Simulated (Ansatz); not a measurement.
The inner images of a band of C$_{3}$H$_{7}$NO (12 atoms, charge 0, multiplicity 1) are given out of order.

Method: Ansatz, RKS BHLYP-D4/6-31G*.

First end point:

```xyz
12
Properties=species:S:1:pos:R:3
C -1.300 0.709 0.153
C -0.012 -0.033 0.003
N 1.230 0.682 -0.066
C 0.079 -1.356 -0.075
O 1.242 -2.014 -0.209
H -1.464 1.398 -0.677
H -1.314 1.305 1.066
H -2.147 0.028 0.190
H 1.242 1.321 -0.848
H 1.380 1.237 0.764
H -0.775 -2.011 -0.036
H 1.917 -1.321 -0.230
```

Last end point:

```xyz
12
Properties=species:S:1:pos:R:3
C -1.300 0.709 0.153
C -0.013 -0.033 0.003
N 1.230 0.682 -0.066
C 0.079 -1.357 -0.075
O 1.242 -2.014 -0.210
H -1.464 1.397 -0.678
H -1.314 1.306 1.066
H -2.147 0.028 0.190
H 1.381 1.235 0.764
H 1.241 1.322 -0.847
H -0.775 -2.011 -0.036
H 1.917 -1.320 -0.232
```

Task: Put them in order from the first end to the last, with their energies above the first end.
A.
```xyz
12
Properties=species:S:1:pos:R:3
C -1.333 0.711 0.049
C -0.021 0.003 0.003
N 1.155 0.780 -0.178
C 0.097 -1.317 0.056
O 1.288 -1.965 -0.061
H -1.500 1.289 -0.861
H -1.384 1.406 0.888
H -2.152 0.005 0.143
H 0.959 1.764 -0.233
H 1.823 0.634 0.563
H -0.736 -1.979 0.215
H 1.880 -1.386 -0.550
```
B.
```xyz
12
Properties=species:S:1:pos:R:3
C -1.313 0.711 0.096
C -0.016 -0.022 -0.001
N 1.209 0.707 -0.128
C 0.086 -1.346 -0.008
O 1.254 -2.002 -0.161
H -1.484 1.326 -0.789
H -1.340 1.378 0.958
H -2.149 0.021 0.177
H 1.074 1.587 -0.600
H 1.613 0.914 0.773
H -0.756 -2.005 0.121
H 1.899 -1.325 -0.405
```
C.
```xyz
12
Properties=species:S:1:pos:R:3
C -1.372 0.707 0.104
C -0.035 0.067 -0.082
N 1.015 0.957 -0.318
C 0.115 -1.253 -0.093
O 1.326 -1.878 -0.306
H -1.621 1.310 -0.767
H -1.379 1.369 0.970
H -2.147 -0.039 0.246
H 1.042 1.744 0.305
H 1.914 0.520 -0.403
H -0.721 -1.925 -0.011
H 1.939 -1.633 0.387
```
D.
```xyz
12
Properties=species:S:1:pos:R:3
C -1.354 0.708 0.018
C -0.021 0.038 -0.007
N 1.085 0.887 -0.214
C 0.108 -1.279 0.080
O 1.306 -1.946 0.064
H -1.531 1.269 -0.898
H -1.421 1.412 0.848
H -2.152 -0.019 0.132
H 0.943 1.800 0.184
H 1.939 0.511 0.162
H -0.737 -1.933 0.195
H 1.911 -1.503 -0.532
```
E.
```xyz
12
Properties=species:S:1:pos:R:3
C -1.331 0.705 0.170
C -0.020 0.013 0.000
N 1.160 0.789 0.073
C 0.087 -1.301 -0.151
O 1.284 -1.948 -0.257
H -1.545 1.377 -0.661
H -1.344 1.304 1.082
H -2.141 -0.014 0.241
H 0.990 1.768 0.214
H 1.772 0.661 -0.714
H -0.763 -1.956 -0.218
H 1.929 -1.452 0.255
```
F.
```xyz
12
Properties=species:S:1:pos:R:3
C -1.309 0.707 0.171
C -0.014 -0.020 0.010
N 1.218 0.706 0.015
C 0.079 -1.339 -0.114
O 1.252 -1.999 -0.198
H -1.486 1.413 -0.640
H -1.325 1.278 1.101
H -2.145 0.013 0.204
H 1.152 1.553 0.556
H 1.501 0.970 -0.917
H -0.777 -1.989 -0.172
H 1.932 -1.348 0.017
```
G.
```xyz
12
Properties=species:S:1:pos:R:3
C -1.360 0.701 0.033
C -0.020 0.043 -0.046
N 1.041 0.945 -0.272
C 0.097 -1.277 0.022
O 1.239 -2.024 -0.042
H -1.563 1.271 -0.872
H -1.408 1.399 0.871
H -2.151 -0.030 0.167
H 0.994 1.745 0.338
H 1.961 0.546 -0.199
H -0.767 -1.910 0.112
H 2.012 -1.464 -0.078
```

Result: B (+1.0 kcal/mol), A (+2.6 kcal/mol), D (+3.8 kcal/mol), G (+5.7 kcal/mol), C (+4.8 kcal/mol), E (+2.9 kcal/mol), F (+1.1 kcal/mol).

Time of the run: 6.8 min on 1 thread of Arm Neoverse V1, on a shared host, peak memory 0.19 GiB.
